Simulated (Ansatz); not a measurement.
Na3⁻. Total charge -1; singlet. Geometry relaxed at PBE0/def2-TZVPD.

```xyz
3

Na    0.000    0.001   -0.001
Na   -3.360   -0.105    0.705
Na    3.360    0.104   -0.704
```

The structure comes from a short search, and lower isomers may exist.

Task: Estimate the harmonic wavenumbers at RKS PBE0/def2-TZVPD (Ansatz, unscaled). Is this a minimum?

Result: 40, 40, 85, 131 cm⁻¹. Yes, no mode is imaginary beyond noise. Zero-point energy 1.8 kJ/mol. It took 9 s on 4 threads of Arm Neoverse V1 on a shared host.
